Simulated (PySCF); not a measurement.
# NOF (nitrosyl fluoride): levels of theory compared

We compute a comparison of 6 runs (B3LYP/6-31G*, B3LYP/def2-TZVPP, M06-2X/def2-TZVPP, PBE0/def2-TZVPP, wB97M-V/def2-TZVPP, wB97X/def2-TZVPP) of NOF (nitrosyl fluoride). Input form: a Python script.

The calculation is run with PySCF 2.14.0.

1 further run of the same task is left out (set aside as unsound or not needed).

**1. The molecule**

NOF: 3 atoms, total charge 0, spin state singlet. SMILES: `O=NF`. The coordinates come from a PBE0-D4/def2-TZVP relaxation.

Bond lengths: O1–N2 1.127 Å, N2–F3 1.483 Å. Angles: O1–N2–F3 110.4°.

**2. The energy at B3LYP/6-31G(d) (spherical functions) (run 1)**

File input.py:

```python
from pyscf import gto, dft

mol = gto.M(
    atom=[
    ('O', (0.868350, 0.242970, 0.504740)),
    ('N', (0.148930, -0.482540, 0.029910)),
    ('F', (-1.017290, 0.239580, -0.534650)),
],
    charge=0,
    max_memory=1860,
    basis='6-31g*',
    verbose=3,
)

mf = dft.RKS(mol, xc='b3lyp')
mf.conv_tol = 1e-10
mf.grids.level = 5
mf.kernel()
if not mf.converged:
    mf = mf.newton().run(mf.mo_coeff, mf.mo_occ)

energy = mf.e_tot
print('E(%s) = %.9f' % ('B3LYP', energy))
```

Command:

```
$ OMP_NUM_THREADS=1 python input.py
```

Log:

```text
converged SCF energy = -229.697237587075
E(B3LYP) = -229.697237587
```

It took 3.3 s on 1 thread of Arm Neoverse V2, shared host; peak memory 0.24 GiB.

**3. The energy at B3LYP/def2-TZVPP (run 2)**

File job.py:

```python
from pyscf import gto, dft

mol = gto.M(
    atom='''
O    0.868350   0.242970   0.504740
N    0.148930  -0.482540   0.029910
F   -1.017290   0.239580  -0.534650
''',
    spin=0,
    max_memory=1860,
    charge=0,
    basis='def2-tzvpp',
    verbose=3,
)

ks = dft.RKS(mol)
ks.xc = 'b3lyp'
ks.grids.level = 5
ks.conv_tol = 1e-10
ks.kernel()
if not ks.converged:
    ks = ks.newton().run(ks.mo_coeff, ks.mo_occ)

energy = ks.e_tot
print('Final energy', energy)
```

Command:

```
$ OMP_NUM_THREADS=1 python job.py
```

Log:

```text
converged SCF energy = -229.815355484541
Final energy -229.81535548454139
```

Wall time 8.1 s (1 thread of Arm Neoverse V2, shared host); peak memory 0.44 GiB.

Runs 3 to 5 aren't shown in full; the table further down has their settings and results.

**4. The energy at wB97X/def2-TZVPP (run 6)**

File input.xyz:

```xyz
3

O      0.868350     0.242970     0.504740
N      0.148930    -0.482540     0.029910
F     -1.017290     0.239580    -0.534650
```

File input.py:

```python
# nitrosyl fluoride
from pyscf import gto, dft

system = gto.Mole()
system.atom = 'input.xyz'
system.max_memory = 1860
system.basis = 'def2-tzvpp'
system.verbose = 4
system.charge = 0
system.build()

myscf = dft.RKS(system)
myscf.xc = 'wb97x'
myscf.conv_tol = 1e-10
myscf.grids.level = 5
myscf.kernel()
if not myscf.converged:
    myscf = myscf.newton().run(myscf.mo_coeff, myscf.mo_occ)

e_final = myscf.e_tot
print(f'total energy: {e_final:.8f} hartree')
```

Command:

```
$ OMP_NUM_THREADS=1 python input.py
```

Log:

```text
PySCF version 2.14.0

[... 74 lines left out ...]
converged SCF energy = -229.758722828101
total energy: -229.75872283 hartree
```

Run time: 13 s. Hardware: 1 thread of Arm Neoverse V2, shared host; peak memory 0.44 GiB.

**5. The series**

| run | level | nlc grid | energy (Eh) | dipole moment (D) | HOMO energy (eV) | LUMO energy (eV) | wall time |
| --- | --- | --- | --- | --- | --- | --- | --- |
| 1 | B3LYP/6-31G* (spherical functions) | – | -229.697238 | 1.11 | -9.02 | -3.14 | 3.3 s |
| 2 | B3LYP/def2-TZVPP | – | -229.815355 | 1.39 | -9.57 | -3.62 | 8.1 s |
| 3 | M06-2X/def2-TZVPP | – | -229.722233 | 1.52 | -11.39 | -1.89 | 17 s |
| 4 | PBE0/def2-TZVPP | – | -229.581295 | 1.40 | -9.77 | -3.25 | 8.1 s |
| 5 | wB97M-V/def2-TZVPP | 1 | -229.761031 | 1.45 | -12.17 | -0.65 | 32 s |
| 6 | wB97X/def2-TZVPP | – | -229.758723 | 1.45 | -12.25 | -0.74 | 13 s |

**6. Results**

| quantity | value |
| --- | --- |
| run 6: total energy | -229.75872 Eh |
| run 6: dipole moment | 1.45 D |
| run 6: HOMO energy | -12.25 eV |
| run 6: LUMO energy | -0.74 eV |
| run 6: HOMO–LUMO gap | 11.51 eV |

What this shows: The dipole moment (its size) runs from 1.11 D (B3LYP/6-31G*) to 1.52 D (M06-2X/def2-TZVPP). The two ends differ in method and basis. The HOMO–LUMO gap runs from 5.88 eV (B3LYP/6-31G*) to 11.52 eV (wB97M-V/def2-TZVPP). Totals of different functionals can't be ranked against each other. All runs together took 82 s, the longest 32 s.
